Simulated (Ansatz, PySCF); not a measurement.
This Ansatz (a program for electronic structure) input computes a r2SCAN/def2-TZVPD energy:

Ansatz 0.2 input:
```yaml
crystal:
  periodic: [false, false, false]
  atoms:
    - {symbol: C, position_ang: [-0.00957936, 0.00763515, -1.26573338]}
    - {symbol: C, position_ang: [0.00126974, -0.00101203, 0.16777228]}
    - {symbol: N, position_ang: [0.00988189, -0.00787628, 1.30570700]}
    - {symbol: H, position_ang: [0.00633831, 1.04329069, -1.61633999]}
    - {symbol: H, position_ang: [0.87344293, -0.52304743, -1.63235089]}
    - {symbol: H, position_ang: [-0.91661809, -0.49088277, -1.61860927]}
    - {symbol: H, position_ang: [0.01752135, -0.01396524, 2.31511772]}
basis:
  gaussian:
    orbitals: def2-TZVPD
hamiltonian:
  xc: {name: r2SCAN}
total_charge: 1
output: {forces: true}
```

Problem. Write an input for the same energy in PySCF and say what it gives.

Solution. 
```python
from pyscf import gto, scf, dft

mol = gto.M(
    atom='''
    C    -0.00957936    0.00763515   -1.26573338
    C     0.00126974   -0.00101203    0.16777228
    N     0.00988189   -0.00787628    1.30570700
    H     0.00633831    1.04329069   -1.61633999
    H     0.87344293   -0.52304743   -1.63235089
    H    -0.91661809   -0.49088277   -1.61860927
    H     0.01752135   -0.01396524    2.31511772
    ''',
    basis='def2-tzvpd',
    charge=1,
    spin=0,
    verbose=4,
)

mf = dft.RKS(mol, xc='r2scan').density_fit(auxbasis='def2-universal-jkfit')
mf.grids.level = 4
mf.conv_tol = 1e-9
mf.max_cycle = 100
mf.max_memory = 1500
mf.kernel()
if not mf.converged:
    mf = mf.newton()
    mf.kernel(mf.make_rdm1())
mf.analyze()
```
It gives -133.03414 Eh, and Ansatz -133.03409 Eh, a difference of 0.05 mEh, from the treatment of integrals and grids.

It need not be the lowest isomer of its formula.
